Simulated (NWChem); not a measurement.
# triplet C6H6: levels of theory compared

We compute a comparison of 4 runs (UCAM-B3LYP/def2-SVP, UM06-2X/def2-SVP, UB3LYP/def2-SVP, UBHLYP/def2-SVP) of triplet C6H6. 

The calculation is run with NWChem 7.3.0.

## Step 1: The molecule

C6H6 has 12 atoms, charge 0, and is taken as a triplet. SMILES of the parent species: `C=C1C=CC=C1`. The coordinates come from a PBE0-D4/def2-TZVP relaxation. That shape belongs to the parent species and isn't relaxed for this state.

Bond lengths: C1–C2 1.336 Å, C2–C3 1.465 Å, C3–C4 1.346 Å, C4–C5 1.466 Å, C2–C6 1.465 Å, C5–C6 1.346 Å, C1–H7 1.084 Å, C1–H8 1.084 Å, C3–H9 1.081 Å, C4–H10 1.082 Å, C5–H11 1.082 Å, C6–H12 1.081 Å. Some angles: C1–C2–C3 126.8°, C1–C2–C6 126.8°, C3–C2–C6 106.3°, C2–C3–C4 107.8°, C3–C4–C5 109.0°, C4–C5–C6 109.0°, C2–C6–C5 107.8°, C2–C1–H7 121.3°, C2–C1–H8 121.3°, C2–C3–H9 124.6°.

## Step 2: A single-point energy at UCAM-B3LYP/def2-SVP (run 1)

File nw.nw:

```
start nw
memory stack 880 mb heap 220 mb global 1100 mb
geometry units angstroms noautosym nocenter noautoz
C       -0.818100      -1.597600       0.906600
C       -0.269900      -0.537800       0.305500
C        0.652900       0.430400       0.902600
C        0.964800       1.337500      -0.041700
C        0.261500       0.997400      -1.282700
C       -0.471600      -0.113400      -1.081700
H       -1.493400      -2.259800       0.376500
H       -0.605400      -1.830200       1.944100
H        1.002400       0.394600       1.924400
H        1.624900       2.186300       0.076600
H        0.333200       1.561600      -2.202900
H       -1.104400      -0.624200      -1.793300
end
basis spherical bse
C library def2-SVP
H library def2-SVP
end
dft
xc xcamb88 1.00 lyp 0.81 vwn_5 0.19 hfexch 1.00
cam 0.33 cam_alpha 0.19 cam_beta 0.46
mult 3
grid fine
convergence energy 1e-08
direct
maxiter 100
mulliken
print low
end
task dft energy
```

Started as:

```console
nwchem nw.nw > nw.out
```

The program printed:

```text
[...]
 d= 0,ls=0.0,diis     1   -231.7221845000 -4.33D+02  4.41D-03  1.19D-01     6.3
[...]
 d= 0,ls=0.0,diis    12   -231.7947304688 -2.25D-09  4.60D-07  7.83D-10    80.6
[...]
         Total DFT energy =     -231.794730468826
      One electron energy =     -709.947247015232
           Coulomb energy =      311.110009955051
    Exchange-Corr. energy =      -34.621054890378
 Nuclear repulsion energy =      201.663561481734
[...]
      Total Density - Mulliken Population Analysis
     ---------------------------------------------
    Atom       Charge   Shell Charges
 -----------   ------   -------------------------------------------------------
    1 C    6     6.08   1.99  0.88  0.24  2.11  0.83  0.03
    2 C    6     6.02   1.99  0.92  0.17  2.12  0.78  0.05
    3 C    6     5.94   1.99  0.92  0.30  2.08  0.61  0.04
    4 C    6     6.00   1.99  0.91  0.29  2.09  0.69  0.04
    5 C    6     6.00   1.99  0.91  0.29  2.09  0.69  0.04
    6 C    6     5.94   1.99  0.92  0.30  2.08  0.61  0.04
    7 H    1     1.00   0.74  0.24  0.02
    8 H    1     1.00   0.74  0.24  0.02
    9 H    1     1.00   0.75  0.23  0.02
   10 H    1     1.01   0.75  0.23  0.02
[...]
      <S2> =      2.0315 (Exact =     2.0000)
[...]
```

It took 81 s on 1 thread of AMD EPYC 9R45 (Zen 5), shared host; peak memory 0.12 GiB.

## Step 3: The energy at UM06-2X/def2-SVP (run 2)

File job.nw:

```
start job
memory total 2200 mb

geometry noautosym nocenter noautoz
  C     -0.818100    -1.597600     0.906600
  C     -0.269900    -0.537800     0.305500
  C      0.652900     0.430400     0.902600
  C      0.964800     1.337500    -0.041700
  C      0.261500     0.997400    -1.282700
  C     -0.471600    -0.113400    -1.081700
  H     -1.493400    -2.259800     0.376500
  H     -0.605400    -1.830200     1.944100
  H      1.002400     0.394600     1.924400
  H      1.624900     2.186300     0.076600
  H      0.333200     1.561600    -2.202900
  H     -1.104400    -0.624200    -1.793300
end

basis spherical bse
  C library def2-SVP
  H library def2-SVP
end

dft
  xc m06-2x
  mult 3
  grid fine
  convergence energy 1e-08
  maxiter 100
  mulliken
  print low
end

task dft energy
```

Started as:

```console
nwchem job.nw > job.out
```

The program printed:

```text
[...]
 d= 0,ls=0.0,diis     1   -231.7526378262 -4.33D+02  4.10D-03  8.45D-02     3.2
[...]
 d= 0,ls=0.0,diis    12   -231.8145086247 -4.30D-09  6.47D-07  7.56D-10    38.1
[...]
         Total DFT energy =     -231.814508624681
      One electron energy =     -709.753904208634
           Coulomb energy =      310.908098293498
    Exchange-Corr. energy =      -34.632264191279
 Nuclear repulsion energy =      201.663561481734
[...]
      Total Density - Mulliken Population Analysis
     ---------------------------------------------
    Atom       Charge   Shell Charges
 -----------   ------   -------------------------------------------------------
    1 C    6     6.10   1.99  0.87  0.26  2.08  0.87  0.02
    2 C    6     6.11   1.99  0.91  0.18  2.10  0.89  0.04
    3 C    6     5.93   1.99  0.92  0.29  2.06  0.65  0.04
    4 C    6     6.04   1.99  0.90  0.31  2.07  0.74  0.03
    5 C    6     6.04   1.99  0.90  0.31  2.07  0.74  0.03
    6 C    6     5.93   1.99  0.92  0.29  2.06  0.65  0.04
    7 H    1     0.98   0.75  0.21  0.02
    8 H    1     0.98   0.75  0.21  0.02
    9 H    1     0.97   0.75  0.19  0.02
   10 H    1     0.98   0.75  0.20  0.02
[...]
      <S2> =      2.0232 (Exact =     2.0000)
[...]
```

Wall time 39 s (1 thread of AMD EPYC 9R45 (Zen 5), shared host); peak memory 0.12 GiB.

## Step 4: A single-point energy at UB3LYP/def2-SVP (run 3)

File input.nw:

```
start input
memory 2200 mb

geometry units angstrom noautosym nocenter noautoz
 C     -0.818100    -1.597600     0.906600
 C     -0.269900    -0.537800     0.305500
 C      0.652900     0.430400     0.902600
 C      0.964800     1.337500    -0.041700
 C      0.261500     0.997400    -1.282700
 C     -0.471600    -0.113400    -1.081700
 H     -1.493400    -2.259800     0.376500
 H     -0.605400    -1.830200     1.944100
 H      1.002400     0.394600     1.924400
 H      1.624900     2.186300     0.076600
 H      0.333200     1.561600    -2.202900
 H     -1.104400    -0.624200    -1.793300
end

basis spherical bse
 C library def2-SVP
 H library def2-SVP
end

dft
 xc b3lyp
 mult 3
 grid fine
 convergence energy 1e-08
 maxiter 100
 mulliken
end

task dft energy
```

Started as:

```console
nwchem input.nw > input.out
```

The program printed:

```text
[...]
          Wavefunction type:  spin polarized.
          No. of atoms     :    12
          No. of electrons :    42
[...]
          Charge           :     0
          Spin multiplicity:     3
[...]
          AO basis - number of functions:   114
[...]
              XC Information
              --------------
                         B3LYP Method XC Potential
                     Hartree-Fock (Exact) Exchange  0.200
                        Slater Exchange Functional  0.800 local
                    Becke 1988 Exchange Functional  0.720 non-local
              Lee-Yang-Parr Correlation Functional  0.810
                  VWN I RPA Correlation Functional  0.190 local
[...]
 d= 0,ls=0.0,diis     1   -231.8690621581 -4.34D+02  5.54D-03  1.21D-01     2.7
[...]
 d= 0,ls=0.0,diis    12   -231.9389958017 -9.50D-09  3.39D-07  1.09D-09    30.0
[...]
         Total DFT energy =     -231.938995801668
      One electron energy =     -709.996676800088
           Coulomb energy =      311.170062443725
    Exchange-Corr. energy =      -34.775942927039
 Nuclear repulsion energy =      201.663561481734
[...]
      Total Density - Mulliken Population Analysis
     ---------------------------------------------
    Atom       Charge   Shell Charges
 -----------   ------   -------------------------------------------------------
    1 C    6     6.07   1.99  0.89  0.24  2.11  0.82  0.03
    2 C    6     6.01   1.99  0.93  0.17  2.12  0.77  0.05
    3 C    6     5.94   1.99  0.93  0.30  2.08  0.60  0.04
    4 C    6     5.99   1.99  0.92  0.29  2.09  0.67  0.04
    5 C    6     5.99   1.99  0.92  0.29  2.09  0.67  0.04
    6 C    6     5.94   1.99  0.93  0.30  2.08  0.60  0.04
    7 H    1     1.01   0.75  0.23  0.02
    8 H    1     1.01   0.75  0.23  0.02
    9 H    1     1.01   0.76  0.23  0.02
   10 H    1     1.01   0.76  0.23  0.02
[...]
      <S2> =      2.0202 (Exact =     2.0000)
[...]
```

Run time: 31 s. Hardware: 1 thread of AMD EPYC 9R45 (Zen 5), shared host; peak memory 0.12 GiB.

## Step 5: The energy at UBHLYP/def2-SVP (run 4)

File c6h6.nw:

```
start c6h6
title "C6H6 energy"
memory total 2200 mb

geometry units angstrom noautosym nocenter noautoz
  C     -0.818100    -1.597600     0.906600
  C     -0.269900    -0.537800     0.305500
  C      0.652900     0.430400     0.902600
  C      0.964800     1.337500    -0.041700
  C      0.261500     0.997400    -1.282700
  C     -0.471600    -0.113400    -1.081700
  H     -1.493400    -2.259800     0.376500
  H     -0.605400    -1.830200     1.944100
  H      1.002400     0.394600     1.924400
  H      1.624900     2.186300     0.076600
  H      0.333200     1.561600    -2.202900
  H     -1.104400    -0.624200    -1.793300
end

basis spherical bse
  * library def2-SVP
end

dft
  xc bhlyp
  mult 3
  grid fine
  convergence energy 1e-08
  iterations 100
  mulliken
end

task dft
```

Started as:

```console
nwchem c6h6.nw > c6h6.out
```

The program printed:

```text
[...]
          Wavefunction type:  spin polarized.
          No. of atoms     :    12
          No. of electrons :    42
[...]
          Charge           :     0
          Spin multiplicity:     3
[...]
          AO basis - number of functions:   114
[...]
              XC Information
              --------------
                        BHLYP Method XC Functional
                     Hartree-Fock (Exact) Exchange  0.500
                        Slater Exchange Functional  0.500 local
                    Becke 1988 Exchange Functional  0.500 non-local
              Lee-Yang-Parr Correlation Functional  1.000
[...]
 d= 0,ls=0.0,diis     1   -231.7193165941 -4.33D+02  3.90D-03  9.59D-02     2.7
[...]
 d= 0,ls=0.0,diis    12   -231.7924030362 -3.09D-09  4.07D-07  8.39D-10    29.9
[...]
         Total DFT energy =     -231.792403036238
      One electron energy =     -709.820925266251
           Coulomb energy =      311.001283246923
    Exchange-Corr. energy =      -34.636322498644
 Nuclear repulsion energy =      201.663561481734
[...]
      Total Density - Mulliken Population Analysis
     ---------------------------------------------
    Atom       Charge   Shell Charges
 -----------   ------   -------------------------------------------------------
    1 C    6     6.08   1.99  0.88  0.25  2.08  0.85  0.03
    2 C    6     6.09   1.99  0.92  0.18  2.10  0.86  0.05
    3 C    6     5.93   1.99  0.92  0.28  2.06  0.64  0.04
    4 C    6     6.02   1.99  0.91  0.29  2.07  0.73  0.04
    5 C    6     6.02   1.99  0.91  0.29  2.07  0.73  0.04
    6 C    6     5.93   1.99  0.92  0.28  2.06  0.64  0.04
    7 H    1     0.99   0.75  0.21  0.03
    8 H    1     0.99   0.75  0.21  0.03
    9 H    1     0.98   0.76  0.20  0.02
   10 H    1     0.99   0.76  0.21  0.02
[...]
      <S2> =      2.0456 (Exact =     2.0000)
[...]
```

It took 31 s on 1 thread of AMD EPYC 9R45 (Zen 5), shared host; peak memory 0.12 GiB.

## Step 6: All runs side by side

```csv
run,level,energy (Eh),⟨S²⟩,wall time
1,UCAM-B3LYP/def2-SVP,-231.794730,2.031,81 s
2,UM06-2X/def2-SVP,-231.814509,2.023,39 s
3,UB3LYP/def2-SVP,-231.938996,2.020,31 s
4,UBHLYP/def2-SVP,-231.792403,2.046,31 s
```

## Step 7: Summary of results

| quantity | value |
| --- | --- |
| run 4: total energy | -231.79240 Eh |
| run 4: dipole moment | 0.98 D |
| run 4: HOMO energy (highest over α and β) | -4.82 eV |
| run 4: LUMO energy (lowest over α and β) | -2.87 eV |
| run 4: ⟨S²⟩ | 2.046 |

What this shows: Totals of different functionals can't be ranked against each other. All runs together took 3 min, the longest 81 s.
